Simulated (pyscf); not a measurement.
## Four-centre exchange: SiH₃• + H₂O -> HO–SiH₂• + H₂

Gas phase, doublet surface, charge 0. Bonds broken: Si1–H2, O5–H6. Bonds formed: Si1–O5, H2–H6. Structures and frequencies: ωB97X-D3(BJ)/def2-SVP in PySCF.

Transition state (Å):

```xyz
7

Si    -1.3857    -0.6304     0.1040
H     -1.0477     0.9454     0.9921
H     -0.9342    -1.9021    -0.5967
H     -2.7677    -0.3310    -0.3708
O     -0.3473     0.4972    -0.9652
H     -0.5077     1.1065     0.0391
H      0.5616     0.2038    -1.1335
```

One imaginary mode, 1460i cm⁻¹; descent along it reached the two sides named.

```json
[
 {"bond": "Si1–H2", "change": "breaks", "reactant side (Å)": "1.494", "saddle": "1.840", "product side": "4.2"},
 {"bond": "O5–H6", "change": "breaks", "reactant side (Å)": "0.965", "saddle": "1.186", "product side": "2.478"},
 {"bond": "Si1–O5", "change": "forms", "reactant side (Å)": "3.0", "saddle": "1.869", "product side": "1.677"},
 {"bond": "H2–H6", "change": "forms", "reactant side (Å)": "2.7", "saddle": "1.107", "product side": "0.761"}
]
```

Electronic energies relative to the separated reactants (eV):

| level | barrier | reaction energy | reverse barrier |
|---|---|---|---|
| ωB97X-D3(BJ)/def2-TZVP | 1.30 | -0.67 | 1.97 |
| PBE/def2-TZVP | 1.02 | -0.63 | 1.65 |
| r²SCAN/def2-TZVP | 1.13 | -0.70 | 1.83 |
| B3LYP-D3(BJ)/def2-TZVP | 1.26 | -0.68 | 1.94 |
| PBE0-D3(BJ)/def2-TZVP | 1.18 | -0.59 | 1.77 |
| M06-2X/def2-TZVP | 1.32 | -0.74 | 2.06 |
| ωB97M-D3(BJ)/def2-TZVP | 1.28 | -0.64 | 1.91 |
| HF/def2-TZVP | 2.16 | -0.55 | 2.72 |

With ωB97M-D3(BJ)/def2-TZVP energies and thermal terms (ideal gas, 1 atm, RRHO with modes under 100 cm⁻¹ raised to 100, one conformer, R ln 2 for chiral ones without a mode under 150 cm⁻¹), in eV:

| T (K) | ΔH‡ | ΔG‡ | ΔH | ΔG |
|---|---|---|---|---|
| 298 | 1.17 | 1.58 | -0.74 | -0.70 |
| 600 | 1.17 | 2.00 | -0.70 | -0.68 |
| 900 | 1.21 | 2.41 | -0.66 | -0.68 |
| 1200 | 1.25 | 2.81 | -0.63 | -0.68 |

The same reactants have a lower exit, to HO–SiH₃ + H• (barrier +1.02 eV at ωB97M-D3(BJ)/def2-TZVP, against +1.28 eV here). One saddle was located; it need not be the lowest between these sides.
